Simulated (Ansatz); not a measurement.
Process, species as SMILES: [CH2]C#N → 2 C atom + 2 H atom + N atom
B3LYP-D3(BJ)/def2-TZVP geometries, fixed; electronic energies without zero-point terms.

Basis-set convergence of the atomisation energy at HF with Ansatz (a first-principles code). Cartesian d functions, on some or all atoms, in 6-31G*, 6-31+G*; all else is spherical. An unrestricted Hartree-Fock determinant is markedly spin-contaminated. Open shells are unrestricted. No added dispersion term, no relativity. Functions are those of the species that has most. Reference: the value in aug-pcseg-3, 359.28 kcal/mol, itself unsure by roughly 1.12 kcal/mol (its mean distance from aug-cc-pVQZ, cc-pV5Z, def2-QZVPPD). Deviations are taken from unrounded values.

```
basis        functions  atomisation energy (kcal/mol)
-----------  ---------  -----------------------------
6-31G*              49                         353.26
6-31+G*             61                         351.35
cc-pVDZ             52                         348.40
aug-cc-pVDZ         87                         348.83
def2-SVP            52                         363.00
def2-SVPD           76                         363.59
pcseg-1             52                         353.44
aug-pcseg-1         87                         356.72
6-311G**            66                         352.89
6-311+G**           78                         352.82
def2-TZVP          105                         357.04
def2-TZVPD         129                         357.05
cc-pVTZ            118                         356.91
aug-cc-pVTZ        184                         357.15
pcseg-2            118                         358.66
aug-pcseg-2        184                         358.95
def2-TZVPP         121                         357.47
def2-TZVPPD        145                         357.49
cc-pVQZ            225                         358.07
aug-cc-pVQZ        332                         358.12
def2-QZVPP         231                         358.10
def2-QZVPPD        255                         358.07
pcseg-3            246                         359.25
aug-pcseg-3        353                         359.28
```

What the diffuse functions change, pair by pair:
- 6-31G* to 6-31+G*: 12 more functions, deviation -6.01 to -7.93 kcal/mol
- cc-pVDZ to aug-cc-pVDZ: 35 more functions, deviation -10.88 to -10.45 kcal/mol
- def2-SVP to def2-SVPD: 24 more functions, deviation 3.72 to 4.31 kcal/mol
- pcseg-1 to aug-pcseg-1: 35 more functions, deviation -5.83 to -2.56 kcal/mol
- 6-311G** to 6-311+G**: 12 more functions, deviation -6.38 to -6.46 kcal/mol
- def2-TZVP to def2-TZVPD: 24 more functions, deviation -2.24 to -2.22 kcal/mol
- cc-pVTZ to aug-cc-pVTZ: 66 more functions, deviation -2.37 to -2.13 kcal/mol
- pcseg-2 to aug-pcseg-2: 66 more functions, deviation -0.62 to -0.33 kcal/mol
- def2-TZVPP to def2-TZVPPD: 24 more functions, deviation -1.81 to -1.79 kcal/mol
- cc-pVQZ to aug-cc-pVQZ: 107 more functions, deviation -1.21 to -1.16 kcal/mol
- def2-QZVPP to def2-QZVPPD: 24 more functions, deviation -1.18 to -1.21 kcal/mol
- pcseg-3 to aug-pcseg-3: 107 more functions, deviation -0.03 to 0.00 kcal/mol

Leaving out the reference's own pair, they bring the value nearer the reference by more than 1.12 kcal/mol in 1 of 11 pairs.
